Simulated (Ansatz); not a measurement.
Worked example: correlation energy of OH, quartet

Geometry: that of the OH, doublet, kept fixed. The doublet lies 7.7 eV lower here.

```xyz
2

O     0.0000    0.0000    0.0000
H     0.0000    0.0000    0.9731
```

Basis cc-pVDZ; Ansatz 0.2.0. Only valence electrons are correlated (noble-gas cores frozen), which leaves 7 electrons in 18 orbitals. Prefix R: restricted or restricted open-shell reference; prefix U: unrestricted.

Full CI is exact within this basis and frozen core; it isn't the basis-set limit. The frozen core follows each run's orbitals, which can shift R against U totals by a few meV.

UCCSD has a T1 diagnostic of 0.007 and a largest doubles amplitude of 0.04.

Runs differ by some tens of microhartree through their thresholds and, for an open shell, their frozen cores, so the step to full CI, which has another core, is uncertain by up to 0.1 kcal/mol.

```csv
level,total energy (hartree)
UHF,-75.146209
UMP2,-75.257725
UCCSD,-75.275138
UCCSD(T),-75.276419
UCCSDT,-75.276604
UCCSDT(Q),-75.276669
UCCSDTQ,-75.276678
full CI,-75.276604
```

Question: What is the correlation energy at full CI, and what share of it do UMP2 and UCCSD recover?

Answer: E(corr) = -75.276604 − (-75.146209) = -0.130395 hartree = -3.548 eV. UMP2: -0.111516 / -0.130395 = 85.52 %. UCCSD: -0.128929 / -0.130395 = 98.88 %.

Question: By how many kcal/mol does UCCSD(T) miss full CI (1 hartree = 627.509 kcal/mol), and which steps make up the rest?

Answer: -75.276419 − (-75.276604) = 0.000185 hartree = 0.12 kcal/mol. Steps: UCCSDT − UCCSD(T) = -0.12, UCCSDT(Q) − UCCSDT = -0.04, UCCSDTQ − UCCSDT(Q) = -0.01, full CI − UCCSDTQ = 0.05 kcal/mol. That is within 1 kcal/mol of the reference in this basis, which itself misses far more of the correlation at the basis-set limit.
